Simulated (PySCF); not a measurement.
PySCF input for carbon tetrachloride (CCl4), SMILES ClC(Cl)(Cl)Cl, TDDFT-PBE0/def2-SVPD. Coordinates come from a B3LYP-D3(BJ)/def2-SVP optimisation.

```python
import numpy as np
from pyscf import gto, scf, dft, tdscf

mol = gto.M(
    atom='''
    Cl    1.03107866    1.03107867   -1.03107866
    C    -0.00000000   -0.00000000   -0.00000000
    Cl   -1.03107867    1.03107866    1.03107867
    Cl   -1.03107866   -1.03107866   -1.03107867
    Cl    1.03107867   -1.03107867    1.03107866
    ''',
    basis='def2-SVPD',
    charge=0,
    spin=0,
    symmetry=True,
    max_memory=1600,
    verbose=4,
)
mf = dft.RKS(mol, xc='pbe0').density_fit(auxbasis='def2-universal-jkfit')
mf.grids.level = 3
mf.conv_tol = 1e-9
mf.max_cycle = 100
mf.kernel()
mf.grids = dft.Grids(mol).set(level=1).build(with_non0tab=True)  # coarser grid for the response kernel
td = tdscf.TDDFT(mf)
td.singlet = True
td.nstates = 10
td.conv_tol = 1e-4
td.positive_eig_threshold = 1e-6
td.kernel(x0=td.get_init_guess(mf, 15))
td.analyze()
tt = tdscf.TDA(mf)
tt.singlet = False
tt.nstates = 4
tt.conv_tol = 1e-4
tt.positive_eig_threshold = 1e-6
tt.kernel(x0=tt.get_init_guess(mf, 9))
tt.analyze(verbose=3)
```

It prints:

```
PySCF version 2.14.0

[INPUT] verbose = 4
[INPUT] num. atoms = 5
[INPUT] num. electrons = 74
[INPUT] charge = 0
[INPUT] spin (= nelec alpha-beta = 2S) = 0
[INPUT] symmetry True subgroup None
[INPUT] Mole.unit = angstrom
[INPUT] Symbol           X                Y                Z      unit          X                Y                Z       unit  Magmom
[INPUT]  1 Cl     1.031078660000   1.031078670000  -1.031078660000 AA    1.948456280284   1.948456299181  -1.948456280284 Bohr   0.0
[INPUT]  2 C      0.000000000000   0.000000000000   0.000000000000 AA    0.000000000000   0.000000000000   0.000000000000 Bohr   0.0
[INPUT]  3 Cl    -1.031078670000   1.031078660000   1.031078670000 AA   -1.948456299181   1.948456280284   1.948456299181 Bohr   0.0
[INPUT]  4 Cl    -1.031078660000  -1.031078660000  -1.031078670000 AA   -1.948456280284  -1.948456280284  -1.948456299181 Bohr   0.0
[INPUT]  5 Cl     1.031078670000  -1.031078670000   1.031078660000 AA    1.948456299181  -1.948456299181   1.948456280284 Bohr   0.0

nuclear repulsion = 435.534783915915
point group symmetry = Td, use subgroup D2
symmetry origin: [0. 0. 0.]
symmetry axis x: [1.00000000e+00 1.61643003e-09 1.01373827e-16]
symmetry axis y: [-1.61643003e-09  1.00000000e+00  3.23286064e-09]
symmetry axis z: [-9.61481343e-17 -3.23286064e-09  1.00000000e+00]
num. orbitals of irrep A = 35
num. orbitals of irrep B1 = 31
num. orbitals of irrep B2 = 31
num. orbitals of irrep B3 = 31
number of shells = 52
number of NR pGTOs = 210
number of NR cGTOs = 128
basis = def2-SVPD
ecp = {}


******** <class 'pyscf.df.df_jk.DFSymAdaptedRKS'> ********
method = DFSymAdaptedRKS
initial guess = minao
damping factor = 0
level_shift factor = 0
DIIS = <class 'pyscf.scf.diis.CDIIS'>
diis_start_cycle = 1
diis_space = 8
diis_damp = 0
SCF conv_tol = 1e-09
SCF conv_tol_grad = None
SCF max_cycles = 100
direct_scf = False
XC library pyscf.dft.libxc version 7.1.2
    S. Lehtola, C. Steigemann, M. J. T. Oliveira, and M. A. L. Marques,  SoftwareX 7, 1–5 (2018)
XC functionals = pbe0
    C. Adamo and V. Barone,  J. Chem. Phys. 110, 6158 (1999)
    M. Ernzerhof and G. E. Scuseria,  J. Chem. Phys. 110, 5029 (1999)
radial grids:
    Treutler-Ahlrichs [JCP 102, 346 (1995); DOI:10.1063/1.469408] (M4) radial grids

becke partition: Becke, JCP 88, 2547 (1988); DOI:10.1063/1.454033
pruning grids: <function nwchem_prune>
grids dens level: 3
symmetrized grids: True
atomic radii adjust function: <function treutler_atomic_radii_adjust>
small_rho_cutoff = 0
Freeze 0 electrons in irreps []
    74 free electrons in irreps A B1 B2 B3
Set gradient conv threshold to 3.16228e-05
Initial guess from minao.
tot grids = 89640
******** <class 'pyscf.df.df.DF'> ********
auxbasis = def2-universal-jkfit
init E= -1878.15966724916
HOMO (B2) = -0.342001302371929  LUMO (A) = -0.0838925765898217  gap/eV = 7.02350
cycle= 1 E= -1877.52634027345  delta_E= 0.633  |g|= 0.684  |ddm|= 2.89
HOMO (B1) = -0.35499900611479  LUMO (A) = -0.145681675938635  gap/eV = 5.69581
cycle= 2 E= -1877.12739599607  delta_E= 0.399  |g|= 1.52  |ddm|= 1.99
HOMO (B3) = -0.336948406596701  LUMO (A) = -0.0715186687135336  gap/eV = 7.22271
cycle= 3 E= -1877.64942881796  delta_E= -0.522  |g|= 0.0538  |ddm|= 1.41
HOMO (B2) = -0.342254207627889  LUMO (A) = -0.070397014147449  gap/eV = 7.39761
cycle= 4 E= -1877.65001727072  delta_E= -0.000588  |g|= 0.0186  |ddm|= 0.0851
HOMO (B2) = -0.339927426366614  LUMO (A) = -0.0683134255570057  gap/eV = 7.39099
cycle= 5 E= -1877.65011169463  delta_E= -9.44e-05  |g|= 0.000956  |ddm|= 0.0275
HOMO (B2) = -0.340122385529915  LUMO (A) = -0.0684345195296121  gap/eV = 7.39300
cycle= 6 E= -1877.65011198262  delta_E= -2.88e-07  |g|= 0.000172  |ddm|= 0.00234
HOMO (B3) = -0.340101540217201  LUMO (A) = -0.06840397969498  gap/eV = 7.39327
cycle= 7 E= -1877.6501119909  delta_E= -8.29e-09  |g|= 1.32e-05  |ddm|= 0.000485
HOMO (B2) = -0.340101192554624  LUMO (A) = -0.0684039020356135  gap/eV = 7.39326
cycle= 8 E= -1877.65011199099  delta_E= -8.37e-11  |g|= 7.39e-07  |ddm|= 3.8e-05
HOMO (B3) = -0.340101393034127  LUMO (A) = -0.0684040514680209  gap/eV = 7.39326
Extra cycle  E= -1877.65011199099  delta_E= -3.64e-12  |g|= 4.03e-07  |ddm|= 2.55e-06
converged SCF energy = -1877.65011199099
tot grids = 30448
Overwritten attributes  positive_eig_threshold  of <class 'pyscf.tdscf.rks.TDDFT'>


******** <class 'pyscf.tdscf.rks.TDDFT'> for <class 'pyscf.df.df_jk.DFSymAdaptedRKS'> ********
nstates = 10 singlet
deg_eia_thresh = 1.000e-03
wfnsym = None
conv_tol = 0.0001
eigh lindep = 1e-12
eigh level_shift = 0
eigh max_cycle = 100


Excitation energies (eV)
[5.86688227 5.86688227 5.86688227 6.85539269 6.85539269 6.8553928
 6.98422745 6.98422745 7.20710596 7.21879171]

** Singlet excitation energies and oscillator strengths **
Excited State   1:   B2      5.86688 eV    211.33 nm  f=0.0000
      36 -> 38       -0.69731
Excited State   2:  ???      5.86688 eV    211.33 nm  f=0.0000
      35 -> 38        0.69731
Excited State   3:  ???      5.86688 eV    211.33 nm  f=0.0000
      37 -> 38        0.69731
Excited State   4:   B3      6.85539 eV    180.86 nm  f=0.0214
      32 -> 40        0.10187
      33 -> 39        0.10187
      34 -> 38        0.64462
      35 -> 40        0.15931
      36 -> 39       -0.15931
Excited State   5:  ???      6.85539 eV    180.86 nm  f=0.0214
      32 -> 38       -0.64462
      33 -> 41       -0.10187
      34 -> 40       -0.10187
      36 -> 41       -0.15931
      37 -> 40       -0.15931
Excited State   6:   B2      6.85539 eV    180.86 nm  f=0.0214
      32 -> 41        0.10187
      33 -> 38        0.64462
      34 -> 39        0.10187
      35 -> 41       -0.15931
      37 -> 39       -0.15931
Excited State   7:    A      6.98423 eV    177.52 nm  f=0.0000
      30 -> 38       -0.22044
      31 -> 38       -0.16156
      36 -> 40       -0.45579
      37 -> 41       -0.45579
Excited State   8:    A      6.98423 eV    177.52 nm  f=0.0000
      30 -> 38        0.16156
      31 -> 38       -0.22044
      35 -> 39        0.52630
      36 -> 40       -0.26315
      37 -> 41        0.26315
Excited State   9:    A      7.20711 eV    172.03 nm  f=0.0000
      35 -> 39       -0.40704
      36 -> 40       -0.40704
      37 -> 41        0.40704
Excited State  10:   B2      7.21879 eV    171.75 nm  f=0.0000
      35 -> 41        0.49570
      37 -> 39       -0.49570

** Transition electric dipole moments (AU) **
state          X           Y           Z        Dip. S.      Osc.
  1         0.0000      0.0000      0.0000      0.0000      0.0000
  2        -0.0000     -0.0000      0.0000      0.0000      0.0000
  3         0.0000      0.0000      0.0000      0.0000      0.0000
  4         0.3568     -0.0000      0.0000      0.1273      0.0214
  5        -0.0000      0.0000     -0.3568      0.1273      0.0214
  6        -0.0000      0.3568      0.0000      0.1273      0.0214
  7        -0.0000      0.0000      0.0000      0.0000      0.0000
  8         0.0000     -0.0000     -0.0000      0.0000      0.0000
  9        -0.0000      0.0000     -0.0000      0.0000      0.0000
 10         0.0000     -0.0000     -0.0000      0.0000      0.0000

** Transition velocity dipole moments (imaginary part, AU) **
state          X           Y           Z        Dip. S.      Osc.
  1         0.0000     -0.0000      0.0000      0.0000      0.0000
  2        -0.0000     -0.0000     -0.0000      0.0000      0.0000
  3        -0.0000     -0.0000     -0.0000      0.0000      0.0000
  4         0.0957     -0.0000     -0.0000      0.0092      0.0242
  5         0.0000     -0.0000     -0.0957      0.0092      0.0242
  6         0.0000      0.0957     -0.0000      0.0092      0.0242
  7        -0.0000     -0.0000     -0.0000      0.0000      0.0000
  8         0.0000      0.0000     -0.0000      0.0000      0.0000
  9         0.0000     -0.0000      0.0000      0.0000      0.0000
 10        -0.0000     -0.0000      0.0000      0.0000      0.0000

** Transition magnetic dipole moments (imaginary part, AU) **
state          X           Y           Z
  1        -0.0000      1.2060     -0.0000
  2         0.0000     -0.0000     -1.2060
  3         1.2060     -0.0000     -0.0000
  4        -0.0000     -0.0000      0.0000
  5         0.0000     -0.0000     -0.0000
  6        -0.0000      0.0000      0.0000
  7         0.0000      0.0000     -0.0000
  8         0.0000     -0.0000      0.0000
  9         0.0000      0.0000      0.0000
 10         0.0000     -0.7195      0.0000
Overwritten attributes  positive_eig_threshold  of <class 'pyscf.tdscf.rks.TDA'>


******** <class 'pyscf.tdscf.rks.TDA'> for <class 'pyscf.df.df_jk.DFSymAdaptedRKS'> ********
nstates = 4 triplet
deg_eia_thresh = 1.000e-03
wfnsym = None
conv_tol = 0.0001
eigh lindep = 1e-12
eigh level_shift = 0
eigh max_cycle = 100


Excitation energies (eV)
[5.32570825 5.32570825 5.32570825 5.96746023]

** Triplet excitation energies and oscillator strengths **
Excited State   1:   B3      5.32571 eV    232.80 nm  f=0.0000
Excited State   2:   B1      5.32571 eV    232.80 nm  f=0.0000
Excited State   3:   B2      5.32571 eV    232.80 nm  f=0.0000
Excited State   4:   B1      5.96746 eV    207.77 nm  f=0.0000
```

The calculation finished and met its thresholds.
